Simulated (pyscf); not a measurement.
Cl–Si(Cl)(Cl)–SeH + hydrogen chloride (HCl) -> H₂Se + silicon tetrachloride (Cl–Si(Cl)(Cl)–Cl) (four-centre exchange; singlet surface; Se–Si, Cl–H broken, H–Se, Cl–Si formed). PySCF, gas phase, ωB97X-D3(BJ)/def2-SVP geometries. Energies in eV from the separated reactants.

| level | barrier | reaction energy |
|---|---|---|
| ωB97X-D3(BJ)/def2-TZVP | 1.34 | -0.27 |
| PBE/def2-TZVP | ? | -0.32 |
| r²SCAN/def2-TZVP | 1.23 | -0.37 |
| B3LYP-D3(BJ)/def2-TZVP | 1.32 | -0.33 |
| PBE0-D3(BJ)/def2-TZVP | 1.21 | -0.31 |
| M06-2X/def2-TZVP | ? | ? |

### Question
What belongs in the gaps?

### Answer

- PBE/def2-TZVP, barrier: 1.14
- M06-2X/def2-TZVP, barrier: 1.45
- M06-2X/def2-TZVP, reaction energy: -0.36

The functionals in the table span 0.31 eV in this barrier, from PBE to M06-2X. One saddle was located; it need not be the lowest between these sides. Elements up to Kr have no core potential and no relativistic terms here.
